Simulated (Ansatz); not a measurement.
**Worked example: correlation energy of C3H4, singlet**

Geometry: MP2(full)/6-31G*, from the G2/97 set.

```xyz
7

C     0.0000    0.0000    0.0000
C     0.0000    0.0000    1.3112
C     0.0000    0.0000   -1.3112
H     0.0000    0.9268    1.8766
H     0.0000   -0.9268    1.8766
H     0.9268    0.0000   -1.8766
H    -0.9268    0.0000   -1.8766
```

Basis STO-3G; Ansatz 0.2.0. Only valence electrons are correlated (noble-gas cores frozen), which leaves 16 electrons in 16 orbitals. R marks a restricted (for open shells ROHF) determinant.

Full CI is exact within this basis and frozen core; it isn't the basis-set limit.

Runs differ by some tens of microhartree through their thresholds, so steps under 0.03 kcal/mol mean nothing.

```json
{"level": "RHF", "total energy (hartree)": "-114.419911"}
{"level": "RMP2", "total energy (hartree)": "-114.604158"}
{"level": "RCCSD", "total energy (hartree)": "-114.655680"}
{"level": "RCCSD(T)", "total energy (hartree)": "-114.657950"}
{"level": "RCCSDT", "total energy (hartree)": "-114.658246"}
{"level": "RCCSDT(Q)", "total energy (hartree)": "-114.658858"}
{"level": "RCCSDTQ", "total energy (hartree)": "-114.658852"}
{"level": "full CI", "total energy (hartree)": "-114.658870"}
```

**Question.** What is the correlation energy at full CI, and what share of it do RMP2 and RCCSDT recover?

**Answer.** E(corr) = -114.658870 − (-114.419911) = -0.238959 hartree = -6.502 eV. RMP2: -0.184247 / -0.238959 = 77.10 %. RCCSDT: -0.238335 / -0.238959 = 99.74 %.

**Question.** By how many kcal/mol does RCCSD(T) miss full CI (1 hartree = 627.509 kcal/mol), and which steps make up the rest?

**Answer.** -114.657950 − (-114.658870) = 0.000920 hartree = 0.58 kcal/mol. Steps: RCCSDT − RCCSD(T) = -0.19, RCCSDT(Q) − RCCSDT = -0.38, RCCSDTQ − RCCSDT(Q) = 0.00, full CI − RCCSDTQ = -0.01 kcal/mol. That is within 1 kcal/mol of the reference in this basis, which itself misses far more of the correlation at the basis-set limit.
